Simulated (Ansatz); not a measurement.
# C2HSi (doublet): the correlation ladder at a displaced geometry (v1), cc-pVDZ

How much of the correlation energy of C2HSi (doublet) does each wave-function method recover here?

Program: Ansatz 0.2.0, Gaussian basis. Level of theory: cc-pVDZ, core rule «outside noble gas», up to 7 orbitals frozen. These are calculated values, not measurements.

Plan: UHF; CCSD(T) on ROHF; CCSD(T) on UHF; BCCD(T) on ROHF; CISD as a restricted active space (open shells left free, so some higher excitations enter); CCSDT(Q) on ROHF; CCSDT(Q) on UHF; CASSCF and MRCISD+Q, 9 electrons in 9 orbitals; CASSCF and NEVPT2, 9 electrons in 9 orbitals.

23 further runs of the same task are left out: 8 that didn't finish, 15 set aside as unsound or not needed. Runs told in other sessions of the task aren't counted.

### 1 The geometry

The geometry is a PBE0/def2-TZVP stationary point (not a proven minimum) with its atoms shifted at random (size 0.040 Å).

4 atoms, charge 0, spin multiplicity 2.

Atoms are counted from 1 here; the program's logs count them from 0.

Bond lengths: C1–C2 1.285 Å, C1–Si3 1.914 Å, C2–Si3 1.914 Å, C2–H4 1.071 Å. Angles: C2–C1–Si3 70.4°, C1–C2–Si3 70.4°, C1–C2–H4 148.0°, Si3–C2–H4 141.5°, C1–Si3–C2 39.2°.

Coordinates:

```xyz
4
charge 0, multiplicity 2
C    -0.02368   -0.83577    0.80025
C    -0.02451    0.42696    1.04031
Si    0.02345    0.13126   -0.85047
H    -0.07932    1.21392    1.76533
```

### 2 UHF

Contents of in.yaml:

```yaml
crystal:
  periodic: [false, false, false]
  atoms:
    - {symbol: C, position_ang: [-0.023677, -0.835773, 0.800246]}
    - {symbol: C, position_ang: [-0.024510, 0.426963, 1.040314]}
    - {symbol: Si, position_ang: [0.023454, 0.131261, -0.850466]}
    - {symbol: H, position_ang: [-0.079323, 1.213925, 1.765325]}
basis:
  gaussian: {orbitals: cc-pVDZ}
magnetization: {spin_polarized: true, initial_magnetization: 1}
hamiltonian: {xc: hf}
output: {orbitals: {seedname: orbitals}}
```

Command:

```console
ansatz run in.yaml --threads 1 --pin off --events-out ev --progress --plain --max-ram 2393MiB
```

Further steps of the session: CCSD(T) on ROHF; CCSD(T) on UHF; BCCD(T) on ROHF; CISD as a restricted active space (open shells left free, so some higher excitations enter); CCSDT(Q) on ROHF; CCSDT(Q) on UHF; CASSCF and MRCISD+Q, 9 electrons in 9 orbitals; CASSCF and NEVPT2, 9 electrons in 9 orbitals.

Q: Predict the results of all the runs planned. Wanted: UCCSDT(Q) from the RHF energy; RMP2 from UCCSDT(Q); UMP2 from UCCSDT(Q); RCCSD from UCCSDT(Q); RCCSD(T) from UCCSDT(Q); UCCSD(T) from UCCSDT(Q); RCCSDT(Q) from UCCSDT(Q); NEVPT2 frontier from UCCSDT(Q); MRCISD+Q frontier from UCCSDT(Q).

As calculated:

| quantity | value |
| --- | --- |
| UCCSDT(Q) from the ROHF energy | -9.8865 eV |
| RMP2 from UCCSDT(Q) | +1182.4 meV |
| UMP2 from UCCSDT(Q) | +1298.9 meV |
| RCCSD from UCCSDT(Q) | +546.0 meV |
| RCCSD(T) from UCCSDT(Q) | +64.3 meV |
| UCCSD(T) from UCCSDT(Q) | +69.4 meV |
| RCCSDT(Q) from UCCSDT(Q) | +2.2 meV |
| NEVPT2 frontier from UCCSDT(Q) | +1130.3 meV |
| MRCISD+Q frontier from UCCSDT(Q) | +117.7 meV |
| levels within 1 kcal/mol (43 meV) | UCCSDT, RCCSDT(Q) |
| T1 diagnostic | 0.026 |

What this shows: RCCSD(T) lands +64.3 meV from the yardstick (0.7 % of the correlation energy). Of the multireference levels listed MRCISD+Q frontier comes nearest in total energy (+117.7 meV), which doesn't show that its space is the better one. These misses are within one basis, not against nature; the frozen cores of restricted and unrestricted runs differ, which can shift their rows.

With open shells the CI space here admits some higher excitations, so it is larger than plain CISD.
